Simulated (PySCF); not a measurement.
**Si₂H₅Cl: NMR shifts and electronic excitations in gas and solvents**

Aim: compute the NMR shifts and electronic excitations of Si₂H₅Cl (`[SiH3][SiH2]Cl`), and see what a dielectric continuum does where one was used.

The runs use PySCF 2.14.0, with density-fitted response routines of our own; the level of theory stands in each step. All values are computed, except where a source is named. Atoms count from 0, in the outputs and in this text.

**1. Starting geometry**

8 atoms, charge 0, multiplicity 1; geometry from: GFN2-xTB.

Bonds of the start (Å): Si0–Si1 2.31, Si1–Cl2 2.03, Si0–H3 1.46, Si0–H4 1.47, Si0–H5 1.47, Si1–H6 1.47, Si1–H7 1.47.

**2. Geometry optimisation at PBE0-D3(BJ)/def2-SVP**

The job: settings as JSON, then the geometry in Å.

```
{"job": {"xc": "PBE0", "basis": "def2-SVP", "d3": "d3bj", "grid": 1, "kind": "geom"}, "charge": 0, "multiplicity": 1}
Si     1.186520     0.141583     0.020917
Si    -1.094839    -0.235176     0.059363
Cl    -2.066867     1.104782    -1.117044
H      1.865707    -0.835698     0.874978
H      1.764148     0.014471    -1.319594
H      1.553572     1.471189     0.514647
H     -1.704302    -0.099245     1.385015
H     -1.494882    -1.552494    -0.442847
```

The run is started by

```bash
$ OMP_NUM_THREADS=1 python probes_run.py task.json out
```

The driver reads the jobs from task.json and runs them one after another.

Output:

```text
step   0  E = -1041.49656425  max force = 0.015710
step   1  E = -1041.50047402  max force = 0.005802
step   2  E = -1041.50076099  max force = 0.001885
step   3  E = -1041.50080254  max force = 0.000403
step   4  E = -1041.50080953  max force = 0.000403
optimisation converged
```

It took 25 s on 1 thread, shared host.

Relaxation path:

| step | energy from step 0 (eV) | largest force component (eV/Å) |
| --- | --- | --- |
| 0 | 0.0000 | 0.8078 |
| 1 | -0.1064 | 0.2984 |
| 2 | -0.1142 | 0.0969 |
| 3 | -0.1153 | 0.0207 |
| 4 | -0.1155 | 0.0207 |

Close pairs (by a distance rule), those that changed most:

| bond | before (Å) | after (Å) | change (Å) |
| --- | --- | --- | --- |
| Si1–Cl2 | 2.031 | 2.079 | +0.048 |
| Si0–H3 | 1.465 | 1.496 | +0.031 |
| Si0–H5 | 1.465 | 1.493 | +0.028 |
| Si0–Si1 | 2.313 | 2.341 | +0.028 |
| Si0–H4 | 1.465 | 1.493 | +0.028 |
| Si1–H6 | 1.465 | 1.492 | +0.027 |
| Si1–H7 | 1.465 | 1.492 | +0.027 |

The final coordinates are the input of the step that follows.

| at the end point | value |
| --- | --- |
| point group (found at 0.08 Å tolerance) | Cs |
| rotational constants (GHz, main isotopes) | 10.490, 2.274, 1.955 |
| dipole moment (D) | 1.43 |

**3. NMR shieldings: PBE0/pcSseg-1 in cyclohexane**

The job: settings as JSON, then the geometry in Å.

```
{"job": {"kind": "nmr", "xc": "PBE0", "basis": "pcSseg-1", "solvent": "cyclohexane", "pop": true}, "charge": 0, "multiplicity": 1}
Si    -0.849434    -0.469923    -0.224117
Si    -3.160104    -0.843216    -0.182066
Cl    -4.054599     0.575688    -1.410667
H     -0.160195    -1.471324     0.647939
H     -0.348527    -0.605293    -1.624513
H     -0.558275     0.906294     0.277609
H     -3.718986    -0.693201     1.193617
H     -3.509851    -2.199163    -0.698314
```

Level: GIAO PBE0/pcSseg-1 NMR shielding, non-relativistic, IEF-PCM cyclohexane.

Output:

```text
coarse grid: 7976 points
cycle   1  E = -1041.7542477394  dE = -1.308e-01  |g| = 2.312e-01  |ddm| = 2.408e+00
cycle   2  E = -1041.7537731078  dE =  4.746e-04  |g| = 2.452e-01  |ddm| = 5.741e-01
cycle   3  E = -1041.7694136222  dE = -1.564e-02  |g| = 1.333e-02  |ddm| = 3.051e-01
cycle   4  E = -1041.7694393731  dE = -2.575e-05  |g| = 2.317e-03  |ddm| = 1.342e-02
cycle   5  E = -1041.7694401874  dE = -8.143e-07  |g| = 7.792e-04  |ddm| = 3.850e-03
final grid: 62464 points
cycle   6  E = -1041.7847416662  dE = -1.107e-05  |g| = 2.749e-03  |ddm| = 8.362e-03
cycle   7  E = -1041.7847418519  dE = -1.856e-07  |g| = 1.621e-03  |ddm| = 3.184e-03
cycle   8  E = -1041.7847422453  dE = -3.934e-07  |g| = 3.472e-04  |ddm| = 1.976e-03
cycle   9  E = -1041.7847422769  dE = -3.160e-08  |g| = 3.682e-05  |ddm| = 4.313e-04
cycle  10  E = -1041.7847422772  dE = -2.956e-10  |g| = 7.004e-06  |ddm| = 5.223e-05
converged SCF energy = -1041.7847422772

GIAO shielding tensors (ppm)
atom      isotropic    diamagn.    paramagn.     s11        s22        s33       span
  0 Si     453.247     880.233    -426.986    445.305    450.331    464.106     18.800
  1 Si     369.332     876.927    -507.595    308.398    351.019    448.578    140.181
  2 Cl    1045.147    1147.223    -102.075    992.062   1054.140   1089.240     97.177
  3 H       27.725      29.092      -1.367     24.668     25.188     33.319      8.651
  4 H       27.580      29.040      -1.460     24.475     25.767     32.498      8.022
  5 H       27.580      29.301      -1.722     24.475     25.766     32.497      8.022
  6 H       25.945      27.121      -1.176     22.059     24.605     31.171      9.112
  7 H       25.945      26.768      -0.823     22.058     24.605     31.171      9.112
```

Run time: 17 s. Hardware: 1 thread, shared host.

Shifts follow as δ = σ(reference) − σ, with reference shieldings (ppm) from runs at the same level and on the same kind of geometry: 1H TMS 31.26, 29Si TMS 351.9. The references are single molecules in the same continuum. Atoms listed in one row are averaged.

| atoms | environment | σ (ppm) | δ (ppm) |
| --- | --- | --- | --- |
| H6, H7 | hydrogen on a silicon bonded to Cl, Si | 25.94 | 5.31 |
| H3, H4, H5 | hydrogen on a silicon bonded to Si | 27.63 | 3.63 |
| Si1 | silicon bonded to Cl, Si, 2 H | 369.3 | -17.4 |
| Si0 | silicon bonded to Si, 3 H | 453.2 | -101.3 |
| Cl2 | chlorine bonded to Si | 1045 | – |

The run also stored atomic charges by several schemes (e):

| atoms | Mulliken | IAO | Hirshfeld | ESP fit |
| --- | --- | --- | --- | --- |
| Si0 | 0.19 | 0.28 | 0.22 | 0.21 |
| Si1 | 0.40 | 0.51 | 0.27 | 0.24 |
| Cl2 | -0.35 | -0.33 | -0.15 | -0.21 |

Mayer bond orders: Si0–Si1 0.90, Si1–Cl2 0.90.

**4. Shielding tensors: PBE0/pcSseg-1 in dichloromethane**

Same as in step 3 but for these lines:

```diff
@@ -1,2 +1,2 @@
-{"job": {"kind": "nmr", "xc": "PBE0", "basis": "pcSseg-1", "solvent": "cyclohexane", "pop": true}, "charge": 0, "multiplicity": 1}
+{"job": {"kind": "nmr", "xc": "PBE0", "basis": "pcSseg-1", "solvent": "dichloromethane", "pop": false}, "charge": 0, "multiplicity": 1}
 Si    -0.849434    -0.469923    -0.224117
```

With the program's defaults for keys left out, this is: GIAO PBE0/pcSseg-1 NMR shielding, non-relativistic, IEF-PCM dichloromethane.

Output:

```text
coarse grid: 7976 points
cycle   1  E = -1041.7561841219  dE = -1.326e-01  |g| = 2.266e-01  |ddm| = 2.408e+00
cycle   2  E = -1041.7572890618  dE = -1.105e-03  |g| = 2.286e-01  |ddm| = 5.351e-01
cycle   3  E = -1041.7704745267  dE = -1.319e-02  |g| = 1.270e-02  |ddm| = 2.763e-01
cycle   4  E = -1041.7704962217  dE = -2.169e-05  |g| = 2.055e-03  |ddm| = 1.265e-02
cycle   5  E = -1041.7704968534  dE = -6.317e-07  |g| = 5.987e-04  |ddm| = 3.768e-03
final grid: 62464 points
cycle   6  E = -1041.7858024808  dE = -1.114e-05  |g| = 2.771e-03  |ddm| = 8.343e-03
cycle   7  E = -1041.7858027066  dE = -2.258e-07  |g| = 1.569e-03  |ddm| = 3.096e-03
cycle   8  E = -1041.7858030413  dE = -3.347e-07  |g| = 3.015e-04  |ddm| = 1.785e-03
cycle   9  E = -1041.7858030639  dE = -2.264e-08  |g| = 3.493e-05  |ddm| = 3.685e-04
cycle  10  E = -1041.7858030642  dE = -2.506e-10  |g| = 7.037e-06  |ddm| = 5.109e-05
converged SCF energy = -1041.7858030642

GIAO shielding tensors (ppm)
atom      isotropic    diamagn.    paramagn.     s11        s22        s33       span
  0 Si     452.581     880.186    -427.605    443.861    450.261    463.620     19.760
  1 Si     367.931     876.954    -509.023    306.589    350.235    446.969    140.381
  2 Cl    1047.557    1147.366     -99.809    996.731   1056.330   1089.611     92.879
  3 H       27.681      29.032      -1.351     24.619     25.137     33.288      8.669
  4 H       27.587      29.041      -1.454     24.489     25.785     32.489      8.000
  5 H       27.587      29.307      -1.720     24.489     25.783     32.488      7.999
  6 H       25.905      27.090      -1.185     22.013     24.571     31.132      9.119
  7 H       25.905      26.740      -0.835     22.012     24.571     31.132      9.120
```

It took 11 s on 1 thread, shared host.

This run: σ Si1 367.9, Si0 452.6, Cl2 1048, H6 25.90, H3 27.62 ppm (means over like atoms).

**5. TDDFT and polarisability: CAM-B3LYP/def2-SVPD**

Same as in step 4 but for these lines:

```diff
@@ -1,2 +1,2 @@
-{"job": {"kind": "nmr", "xc": "PBE0", "basis": "pcSseg-1", "solvent": "dichloromethane", "pop": false}, "charge": 0, "multiplicity": 1}
+{"job": {"kind": "uv", "xc": "CAM-B3LYP", "basis": "def2-SVPD", "dynamic": true, "nstates": 6, "ntriplets": 0}, "charge": 0, "multiplicity": 1}
 Si    -0.849434    -0.469923    -0.224117
```

Level: TDDFT CAM-B3LYP/def2-SVPD, vertical, gas phase, core orbitals frozen in the response.

Output:

```text
coarse grid: 7976 points
cycle   1  E = -1041.7799341433  dE = -1.726e-01  |g| = 2.578e-01  |ddm| = 2.801e+00
cycle   2  E = -1041.7901510748  dE = -1.022e-02  |g| = 2.118e-01  |ddm| = 7.158e-01
cycle   3  E = -1041.8037170595  dE = -1.357e-02  |g| = 1.629e-02  |ddm| = 3.186e-01
cycle   4  E = -1041.8038332007  dE = -1.161e-04  |g| = 4.238e-03  |ddm| = 5.777e-02
cycle   5  E = -1041.8038397141  dE = -6.513e-06  |g| = 7.484e-04  |ddm| = 1.098e-02
final grid: 62464 points
cycle   6  E = -1041.9237679553  dE = -2.846e-06  |g| = 1.097e-03  |ddm| = 1.309e-02
cycle   7  E = -1041.9237680909  dE = -1.356e-07  |g| = 8.524e-04  |ddm| = 2.815e-03
cycle   8  E = -1041.9237682835  dE = -1.926e-07  |g| = 5.099e-05  |ddm| = 1.184e-03
cycle   9  E = -1041.9237682845  dE = -1.005e-09  |g| = 1.940e-05  |ddm| = 1.335e-04
cycle  10  E = -1041.9237682847  dE = -1.528e-10  |g| = 3.500e-06  |ddm| = 4.712e-05
converged SCF energy = -1041.9237682847

Static polarisability (au): isotropic 72.564, principal 62.663 70.240 84.789

Singlet excitations
state   eV       nm        f      main configurations
  1   6.4116    193.4   0.01488   H->L 0.96
  2   7.1647    173.0   0.00334   H-1->L 0.93
  3   7.3784    168.0   0.02707   H->L+3 0.90
  4   7.5367    164.5   0.04281   H->L+1 0.86, H->L+2 0.09
  5   7.7996    159.0   0.27686   H->L+2 0.73, H->L+4 0.13, H->L+1 0.09
  6   8.2165    150.9   0.03493   H-2->L 0.53, H-4->L 0.15, H->L+4 0.14
```

Run time: 25 s. Hardware: 1 thread, shared host.

Frontier orbitals and where they lie:

| orbital | eV | atoms |
| --- | --- | --- |
| HOMO−3 | -11.40 | Si0 37 %, H4 22 %, H5 22 % |
| HOMO−2 | -11.32 | Cl2 36 %, Si0 26 %, Si1 10 % |
| HOMO−1 | -10.37 | Cl2 63 %, Si1 17 %, H7 9 % |
| HOMO | -9.54 | Cl2 30 %, Si0 26 %, Si1 25 % |
| LUMO | 0.36 | Si1 32 %, Cl2 24 %, Si0 19 % |
| LUMO+1 | 0.95 | Si1 34 %, Si0 20 %, Cl2 10 % |
| LUMO+2 | 1.04 | Si0 45 %, Si1 14 %, H3 10 % |

With each of the 6 states as a Gaussian band of 0.4 eV half-width at 1/e, the curve within the window shown has maxima at 193 nm (ε 610), 160 nm (ε 13,000) L/(mol cm). Beyond the last state computed it falls off for lack of states. The curve at chosen wavelengths:

```csv
nm,ε (L/mol/cm)
146,1262
149,3061
151,4958
154,8614
157,11957
159,13103
162,12575
165,10008
167,7887
170,4982
173,2864
175,1909
178,1024
181,608
184,482
186,489
189,551
192,604
194,610
197,565
200,471
202,394
205,279
208,181
210,130
213,74
```

Leading natural transition orbitals of singlet state 5: the hole lies on Cl2 24 %; Si0, Si1 about 23 % each; H3, H6, H7 about 7 % each; the particle on H4, H5 about 18 % each; H6, H7 about 14 % each; Si0, Si1 about 11 % each.

Leading natural transition orbitals of singlet state 1: the hole lies on Cl2 30 %; Si0, Si1 about 21 % each; H6, H7 about 8 % each; the particle on Si1 27 %; Cl2 22 %; H6, H7 about 14 % each.

Ground-state properties from the same run:

| property | computed |
| --- | --- |
| dipole moment (D) | 1.58 |
| polarisability (Å³) | 10.75 |
| HOMO–LUMO gap (eV) | 9.90 |
| −ε(HOMO) (eV) | 9.54 |
| C6 with itself (au) | 1766 |

Orbitals, density, ELF and potential are computed afterwards from the orbital file.

Frontier orbitals at CAM-B3LYP/def2-SVPD, with the share of their density that lies nearest to each atom:

| orbital | energy (eV) | lies on |
| --- | --- | --- |
| HOMO | -9.54 | Cl2 30 %; Si0, Si1 about 21 % each; H3, H6, H7 about 7 % each |
| LUMO | 0.36 | Si1 23 %; Cl2 23 %; H3, H6, H7 about 14 % each |

ELF in a plane through or near 4 of the atoms.

Ten even steps from '0' (0.00) to '9' (1.00):
```
0000000000000000000000000000
0000000000000000000000000000
0000000000000000000000000000
0000000010000000000000000000
0000017898510000000000000000
0000499999950000000000000000
0001699999971110122211000000
0001589999974553123431000000
0000148994117983231332000000
0000013416745991757021000000
0000002207764994352242100000
0000002330005875346876542000
0000001234322212578568765300
0000000122110002683755876300
0000000000000004884636875300
0000000000000014788888643100
0000000000000002566654320000
0000000000000000123221000000
0000000000000000000000000000
0000000000000000000000000000
```
The map spans 9.1 Å across and 8.6 Å up, centred on the molecule. Atoms in the plane (x, y in Å): Si0 (-1.2, 0.0), Si1 (1.1, 0.2), Cl2 (2.0, -1.7), H3 (-1.8, 1.3).

On the surface of density 0.002 e/bohr³ the electrostatic potential runs, from the 1st to the 99th percentile, from -0.52 V near Cl2 to 1.29 V near H6.

**6. Ultraviolet spectrum: CAM-B3LYP/def2-SVPD in cyclohexane**

Same as in step 5 but for these lines:

```diff
@@ -1,2 +1,2 @@
-{"job": {"kind": "uv", "xc": "CAM-B3LYP", "basis": "def2-SVPD", "dynamic": true, "nstates": 6, "ntriplets": 0}, "charge": 0, "multiplicity": 1}
+{"job": {"kind": "uv", "xc": "CAM-B3LYP", "basis": "def2-SVPD", "solvent": "cyclohexane", "nstates": 6, "ntriplets": 0}, "charge": 0, "multiplicity": 1}
 Si    -0.849434    -0.469923    -0.224117
```

With the program's defaults for keys left out, this is: TDDFT CAM-B3LYP/def2-SVPD, vertical, IEF-PCM cyclohexane (non-equilibrium linear response), core orbitals frozen in the response.

Output:

```text
coarse grid: 7976 points
cycle   1  E = -1041.7819226685  dE = -1.744e-01  |g| = 2.518e-01  |ddm| = 2.802e+00
cycle   2  E = -1041.7932742286  dE = -1.135e-02  |g| = 1.945e-01  |ddm| = 6.971e-01
cycle   3  E = -1041.8045306354  dE = -1.126e-02  |g| = 1.560e-02  |ddm| = 3.003e-01
cycle   4  E = -1041.8046387531  dE = -1.081e-04  |g| = 4.176e-03  |ddm| = 5.735e-02
cycle   5  E = -1041.8046449984  dE = -6.245e-06  |g| = 7.504e-04  |ddm| = 1.112e-02
final grid: 62464 points
cycle   6  E = -1041.9245737729  dE = -2.814e-06  |g| = 1.075e-03  |ddm| = 1.312e-02
cycle   7  E = -1041.9245739101  dE = -1.372e-07  |g| = 8.224e-04  |ddm| = 2.739e-03
cycle   8  E = -1041.9245740862  dE = -1.761e-07  |g| = 3.873e-05  |ddm| = 1.150e-03
cycle   9  E = -1041.9245740869  dE = -7.151e-10  |g| = 1.467e-05  |ddm| = 1.240e-04
converged SCF energy = -1041.9245740869

Static polarisability (au): isotropic 81.618, principal 70.776 79.345 94.733

Singlet excitations
state   eV       nm        f      main configurations
  1   6.4128    193.3   0.02211   H->L 0.96
  2   7.2005    172.2   0.00373   H-1->L 0.94
  3   7.3878    167.8   0.04438   H->L+3 0.90
  4   7.5308    164.6   0.12600   H->L+1 0.93
  5   7.7554    159.9   0.39051   H->L+2 0.83, H->L+4 0.10
  6   8.2368    150.5   0.09996   H->L+4 0.42, H-2->L 0.28, H-4->L 0.17
```

Wall time 16 s (1 thread, shared host).

Key values: HOMO -9.47 eV, LUMO 0.44 eV; lowest singlet 6.41 eV.

**7. Ultraviolet spectrum: CAM-B3LYP/def2-SVPD in dichloromethane**

Same as in step 6 but for these lines:

```diff
@@ -1,2 +1,2 @@
-{"job": {"kind": "uv", "xc": "CAM-B3LYP", "basis": "def2-SVPD", "solvent": "cyclohexane", "nstates": 6, "ntriplets": 0}, "charge": 0, "multiplicity": 1}
+{"job": {"kind": "uv", "xc": "CAM-B3LYP", "basis": "def2-SVPD", "solvent": "dichloromethane", "nstates": 6, "ntriplets": 0}, "charge": 0, "multiplicity": 1}
 Si    -0.849434    -0.469923    -0.224117
```

Level: TDDFT CAM-B3LYP/def2-SVPD, vertical, IEF-PCM dichloromethane (non-equilibrium linear response), core orbitals frozen in the response.

Output:

```text
coarse grid: 7976 points
cycle   1  E = -1041.7839593397  dE = -1.763e-01  |g| = 2.463e-01  |ddm| = 2.804e+00
cycle   2  E = -1041.7960236432  dE = -1.206e-02  |g| = 1.796e-01  |ddm| = 6.843e-01
cycle   3  E = -1041.8054722657  dE = -9.449e-03  |g| = 1.522e-02  |ddm| = 2.852e-01
cycle   4  E = -1041.8055755225  dE = -1.033e-04  |g| = 4.319e-03  |ddm| = 5.729e-02
cycle   5  E = -1041.8055820955  dE = -6.573e-06  |g| = 7.631e-04  |ddm| = 1.178e-02
final grid: 62464 points
cycle   6  E = -1041.9255115383  dE = -2.808e-06  |g| = 1.064e-03  |ddm| = 1.313e-02
cycle   7  E = -1041.9255116812  dE = -1.429e-07  |g| = 7.975e-04  |ddm| = 2.684e-03
cycle   8  E = -1041.9255118432  dE = -1.620e-07  |g| = 3.197e-05  |ddm| = 1.123e-03
cycle   9  E = -1041.9255118438  dE = -6.473e-10  |g| = 1.038e-05  |ddm| = 1.221e-04
converged SCF energy = -1041.9255118438

Static polarisability (au): isotropic 94.302, principal 83.464 92.450 106.991

Singlet excitations
state   eV       nm        f      main configurations
  1   6.4326    192.7   0.02279   H->L 0.96
  2   7.2537    170.9   0.00354   H-1->L 0.94
  3   7.4268    166.9   0.04552   H->L+3 0.90
  4   7.5581    164.0   0.14180   H->L+1 0.92
  5   7.7815    159.3   0.39278   H->L+2 0.82, H->L+4 0.10
  6   8.2719    149.9   0.13349   H->L+4 0.73
```

Run time: 14 s. Hardware: 1 thread, shared host.

Key values: HOMO -9.42 eV, LUMO 0.50 eV; lowest singlet 6.43 eV.

**8. Side by side: NMR shifts**

Shifts (ppm), means over like atoms, with basis size and wall time:

| run | H6 | H3 | Si1 | Si0 | functions | time |
| --- | --- | --- | --- | --- | --- | --- |
| PBE0/pcSseg-1 in cyclohexane | 5.31 | 3.63 | -17.4 | -101.3 | 97 | 17 s |
| PBE0/pcSseg-1 in dichloromethane | 5.34 | 3.62 | -16.1 | -100.8 | 97 | 11 s |

The continuum's effect on the ground state:

| solvent | ε | polarisation energy (Eh) | μ (D) |
| --- | --- | --- | --- |
| cyclohexane | 2.02 | -0.0010 | 1.94 |
| dichloromethane | 8.93 | -0.0023 | 2.18 |

**9. Side by side: electronic excitations**

Excitations and ground-state properties, with basis size and wall time:

| run | lowest singlet (eV) | brightest (eV) | f | gap (eV) | α (Å³) | μ (D) | functions | time |
| --- | --- | --- | --- | --- | --- | --- | --- | --- |
| CAM-B3LYP/def2-SVPD | 6.41 | 7.80 | 0.277 | 9.90 | 10.75 | 1.58 | 115 | 25 s |
| CAM-B3LYP/def2-SVPD in cyclohexane | 6.41 | 7.76 | 0.391 | 9.92 | 12.09 | 1.79 | 115 | 16 s |
| CAM-B3LYP/def2-SVPD in dichloromethane | 6.43 | 7.78 | 0.393 | 9.93 | 13.97 | 2.05 | 115 | 14 s |

The continuum's effect on the ground state:

| solvent | ε | polarisation energy (Eh) | μ (D) |
| --- | --- | --- | --- |
| cyclohexane | 2.02 | -0.0009 | 1.79 |
| dichloromethane | 8.93 | -0.0020 | 2.05 |

**10. What came out**

| quantity | value |
| --- | --- |
| point group | Cs |
| rotational constants (main isotopes) | 10.49, 2.27, 1.95 GHz |
| 1H shifts against TMS (PBE0/pcSseg-1, cyclohexane, means over atoms taken as alike) | 5.31, 3.63 ppm |
| 29Si shifts against TMS (PBE0/pcSseg-1, cyclohexane) | -17.4, -101.3 ppm |
| shieldings of Cl (PBE0/pcSseg-1, cyclohexane) | Cl2 1045.1 ppm |
| lowest singlet (CAM-B3LYP/def2-SVPD) | 6.41 eV (193 nm), f = 0.015 |
| brightest single state of those computed | state 5, 7.80 eV, f = 0.277 |
| surface potential, 1st and 99th percentile | -0.52 V and 1.29 V |
| range of the shift of Si1 | -17.4 to -16.1 ppm |
| range of the lowest singlet | 6.41 to 6.43 eV |

What this shows: Over 4 steps the energy fell by 0.116 eV; of the close pairs, Si1–Cl2 changed most, 2.031 to 2.079 Å. At PBE0/pcSseg-1: Shielding is most anisotropic at Si1 (span 140 ppm, paramagnetic term -508 ppm). The lowest singlet, at 6.41 eV, is HOMO→LUMO 0.96 and is weak; of the 6 states computed, the strongest absorption comes from state 5 at 7.80 eV. Among the atoms with a shift in every run: Across the 2 runs the shift of Si1 moves most, between -17.4 (PBE0/pcSseg-1 in cyclohexane) and -16.1 ppm (PBE0/pcSseg-1 in dichloromethane). The continuum holds electrostatics alone: no hydrogen bonds to the solvent, and the gas-phase geometry is kept. The lowest singlet runs from 6.41 eV (CAM-B3LYP/def2-SVPD) to 6.43 eV (CAM-B3LYP/def2-SVPD in dichloromethane), while the orbital gap spans 9.90 to 9.93 eV. The lowest state need not be the same one in every run.
